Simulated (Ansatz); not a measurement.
We consider hcp Tl, described by LDA (Ansatz, a quantum-chemistry and plane-wave program, plane waves, PAW).

Run with plane-wave cutoff 500 eV, 18×18×1 k mesh (along the axes of the cell as run), Fermi–Dirac smearing 0.1 eV, scalar-relativistic PAW data made under PBE.

Question: Predict the surface energy of the (0001) face and work function of the (0001) face.

Answer: 
surface energy of the (0001) face: 0.45 J/m²
work function of the (0001) face: 4.01 eV

The slab of 6 atoms is relaxed and unreconstructed.

Spin–orbit coupling is not included; it can shift volumes and moduli of such heavy elements.

Static lattice: no zero-point or thermal effects.

The result took about 100 core-seconds (a rough figure).
